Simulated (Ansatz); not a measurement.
# HOF (hypofluorous acid) at CCSD/aug-cc-pVTZ

Aim: the vertical singlet–triplet gap of HOF (hypofluorous acid) at CCSD/aug-cc-pVTZ, from 2 runs. 

The calculation is run with Ansatz 0.2.0.

48 further runs of the same task are left out: 48 set aside as unsound or not needed.

**1. The system as given**

HOF: 3 atoms, total charge 0, spin state singlet. SMILES: `OF`. Geometry: relaxed at PBE0-D4/def2-TZVP.

Bond lengths: O1–F2 1.406 Å, O1–H3 0.969 Å. Angles: F2–O1–H3 99.1°.

**2. The energy at CCSD/aug-cc-pVTZ**

input.yaml reads:

```yaml
basis:
  gaussian: {orbitals: aug-cc-pVTZ}
crystal:
  periodic: [false, false, false]
  atoms:
    - {symbol: O, position_ang: [0.430590, -0.210340, 0.216330]}
    - {symbol: F, position_ang: [-0.221910, 1.014620, -0.010980]}
    - {symbol: H, position_ang: [-0.208690, -0.804280, -0.205350]}
correlation: {method: ccsd, frozen_orbitals: {F: 1, H: 0, O: 1}}
accuracy: high
scf: {omitted_lower_state_checks: [cluster_reference, increment]}
```

On the command line:

```
$ ansatz run input.yaml --threads 1 --pin off --max-ram 3480MiB --events-out events.jsonl --progress --plain --runs-dir runs
```

Output, cut to the lines that bear on the results:

```text
Warning: RAYON_NUM_THREADS=1 ignored (pool sized by the plan → 1); use --threads N
Functional definition: HF
  name "HF"
[...]
1764 factors; integrals over basis functions are off by at most 3.3e-9 eV
[...]
mean field -4756.80649270 eV, -174.8094143274 hartree, gradient 9.9e-9 eV, S^2 0.000000; 0 other end points of the search recorded, 0 dependent functions left out
2 core orbitals not correlated: weight in the atoms' cores, before any rotation towards them, 1.000 or more for the frozen orbitals, at most 0.000 for the correlated occupied ones
reference -4756.80649270 eV, -174.8094143274 hartree; 7, 7 occupied and 106, 106 virtual orbitals, 1764 factors
second order -14.06831925 eV of doubles, -0.00000000 eV of singles
cycle   1  -13.77712452 eV  change    2.9e-1 eV  update   7.7e-2
[...]
cycle  23  -14.20372529 eV  change  -7.2e-10 eV  update   1.1e-9
Total energy: -4771.01021799 eV, -175.3313916043 hartree
Checks for a lower state left out: cluster_reference, increment
```

It took 9.3 s on 1 thread of Arm Neoverse V2, shared host; peak memory 0.84 GiB.

**3. The triplet, same level**

run.yaml reads:

```yaml
crystal:
  periodic: [false, false, false]
  atoms:
    - {symbol: O, position_ang: [0.430590, -0.210340, 0.216330]}
    - {symbol: F, position_ang: [-0.221910, 1.014620, -0.010980]}
    - {symbol: H, position_ang: [-0.208690, -0.804280, -0.205350]}
basis:
  gaussian: {orbitals: aug-cc-pVTZ}
correlation: {method: ccsd, frozen_orbitals: {F: 1, H: 0, O: 1}}
magnetization: {spin_polarized: true, initial_magnetization: 2}
scf: {omitted_lower_state_checks: [cluster_reference, increment]}
accuracy: high
```

On the command line:

```
$ ansatz run run.yaml --threads 1 --pin off --max-ram 3480MiB --events-out events.jsonl --progress --plain --runs-dir runs
```

Output, cut to the lines that bear on the results:

```text
Warning: RAYON_NUM_THREADS=1 ignored (pool sized by the plan → 1); use --threads N
Functional definition: HF
  name "HF"
[...]
1764 factors; integrals over basis functions are off by at most 3.3e-9 eV
[...]
mean field -4753.64353900 eV, -174.6931779228 hartree, gradient 2.1e-8 eV, S^2 2.027569; 0 other end points of the search recorded, 0 dependent functions left out
2 core orbitals not correlated: weight in the atoms' cores, before any rotation towards them, 1.000 or more for the frozen orbitals, at most 0.000 for the correlated occupied ones
reference -4753.64353900 eV, -174.6931779228 hartree; 8, 6 occupied and 105, 107 virtual orbitals, 1764 factors
second order -12.78868889 eV of doubles, -0.00000000 eV of singles
cycle   1  -12.79951463 eV  change   -1.1e-2 eV  update   9.7e-2
[...]
cycle  30  -13.35130877 eV  change  -7.2e-10 eV  update  2.5e-10
Total energy: -4766.99484777 eV, -175.1838294703 hartree
Checks for a lower state left out: cluster_reference, increment
```

Run time: 33 s. Hardware: 1 thread of Arm Neoverse V2, shared host; peak memory 1.5 GiB.

**4. Results**

Level: CCSD/aug-cc-pVTZ, 2 core orbitals frozen.

| quantity | value |
| --- | --- |
| singlet: total energy | -175.33139 Eh |
| singlet: correlation energy (2 core orbitals frozen) | -522.0 mEh |
| singlet: T1 diagnostic | 0.013 |
| triplet: total energy | -175.18383 Eh |
| triplet: correlation energy (2 core orbitals frozen) | -490.7 mEh |
| triplet: ⟨S²⟩ of the reference determinant | 2.028 |
| triplet: T1 diagnostic | 0.045 |
| vertical energy of the triplet above the singlet | 4.015 eV |

In words: At this shape the triplet lies 4.02 eV (387 kJ/mol) above the singlet.
